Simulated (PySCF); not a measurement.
# F2HP (difluorophosphine): the cost of one run

Computed with PySCF 2.14.0 and routines of our own; the level stands in each step. Atoms count from 0.

## 1. The starting structure

4 atoms, charge 0, multiplicity 1; geometry from: GFN2-xTB.

## 2. Relaxing the molecule at PBE0-D3(BJ)/def2-SVP

The job: settings as JSON, then the geometry in Å.

```
{"job": {"xc": "PBE0", "basis": "def2-SVP", "d3": "d3bj", "grid": 1, "kind": "geom"}, "charge": 0, "multiplicity": 1}
F     -1.148061    -0.707186    -0.206820
P     -0.002017     0.075887     0.621805
F      1.226903    -0.570246    -0.205903
H     -0.066592     1.206318    -0.231936
```

Command:

```bash
OMP_NUM_THREADS=1 python excited_run.py task.json out
```

One launch serves the whole session: the jobs run in the order shown.

**Question.** How long does this first job take on 1 thread of AMD EPYC 9R45, shared host, and how much memory does it need?

About 2.3 s, with a peak of 0.28 GiB.
